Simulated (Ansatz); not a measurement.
`[Li][SH]` + H–F → `[Li][F]` + H₂S at 500 K and 1 bar (ligand exchange at a Li–S bond).

Gas-phase electronic energies from Ansatz, PBE0-D4/def2-TZVP geometries. CCSD(T)/CBS adds triple-zeta CCSD(T) − MP2 to the extrapolated MP2 energy (def2 sets, frozen cores). This one scheme is used for every species. For Li outer-core shells are correlated without core-valence functions, which leaves a few kJ/mol of doubt a bond.

```tsv
species	CCSD(T)/CBS energy (Eh)	H − E (kJ/mol)	S (J/(mol·K))
`[Li][SH]`	-405.91799	42.5	262.6
H–F	-100.39570	39.4	188.7
`[Li][F]`	-107.35723	20.9	216.8
H₂S	-398.97279	57.0	224.0
```

H − E and S are ideal-gas, rigid-rotor, harmonic terms from PBE0-D4/def2-TZVP. 1 Eh = 2625.50 kJ/mol, R = 8.31446 J/(mol·K).

**Question.** By hand: ΔE, ΔH, ΔS and ΔG.

**Answer.** ΔE = (-107.35723) + (-398.97279) − (-405.91799) − (-100.39570) = -0.01633 Eh = -42.9 kJ/mol. Δ(H − E) = 20.9 + 57.0 − 42.5 − 39.4 = -4.0, so ΔH = -46.9 kJ/mol. ΔS = 216.8 + 224.0 − 262.6 − 188.7 = -10.5 J/(mol·K). ΔG = -46.9 − 500 × (-10.5)/1000 = -41.6 kJ/mol.

**Question.** By hand: the equilibrium constant, and the temperature at which ΔG would vanish if ΔH and ΔS stayed fixed.

**Answer.** log₁₀ K = −ΔG/(RT ln 10) = 4.3. ΔG = 0 at ΔH/ΔS = 4467 K, far beyond where these terms or the molecules hold.

The number of gas molecules stays the same, so ΔS is small and ΔH decides. A doubt of 5 kJ/mol in ΔE shifts log₁₀ K by 0.5 here. These are equilibria of isolated gas molecules and say nothing of rates. Largest T1 diagnostic: 0.013 (customary marks: 0.02 for closed shells, 0.045 for open ones).
